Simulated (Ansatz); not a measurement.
**CHNSi, triplet: the ladder up to UCCSDT(Q)**

Geometry: displaced at random from a stationary point.

```json
{"atom": "C", "x (Å)": "0.0870", "y (Å)": "-0.7733", "z (Å)": "0.7751"}
{"atom": "N", "x (Å)": "-0.0779", "y (Å)": "0.4292", "z (Å)": "1.1206"}
{"atom": "Si", "x (Å)": "-0.0013", "y (Å)": "0.0861", "z (Å)": "-0.9624"}
{"atom": "H", "x (Å)": "0.0818", "y (Å)": "0.8489", "z (Å)": "2.0077"}
```

Basis cc-pVDZ; Ansatz 0.2.0. Only valence electrons are correlated (noble-gas cores frozen), which leaves 14 electrons in 44 orbitals. R marks a restricted (for open shells ROHF) determinant, U an unrestricted one.

Full CI isn't at hand for all of this; UCCSDT(Q) serves as the reference, and is uncertain by about the last step of the cluster series. The frozen core follows each run's orbitals, which can shift R against U totals by a few meV.

For open shells CISD is restricted-active-space CI with the open shells as a complete middle space.

The UHF ⟨S²⟩ is 2.080. The T1 diagnostic (RCCSD) is 0.0321, the largest doubles amplitude (RCCSD) is 0.073 and the T1 diagnostic (UCCSD) is 0.0311.

```
    level  E − E(UCCSDT(Q)) (kJ/mol)  share of correlation (%)  wall time
      RHF                     1026.3                      0.00          –
      UHF                     1000.0                      2.56          –
     RMP2                      122.4                     88.07          –
     UMP2                      132.4                     87.10          –
     CISD                      157.3                     84.68       17 s
    RCCSD                       50.8                     95.05          –
    UCCSD                       50.0                     95.13          –
 RCCSD(T)                        7.5                     99.27       32 s
 UCCSD(T)                        7.8                     99.24       31 s
  BCCD(T)                        7.3                     99.28       19 s
   RCCSDT                        4.3                     99.58          –
   UCCSDT                        4.2                     99.60          –
RCCSDT(Q)                        0.4                     99.96    5.9 min
```

The correlation energy at UCCSDT(Q), counted from RHF, is -10.637 eV. That run took 5.5 min on 1 thread of Intel Xeon, shared host.

Times hold each run's SCF and search for its determinant on a shared host, so for small cases they say little of a method's own cost; they ran on 1 thread of Intel Xeon.
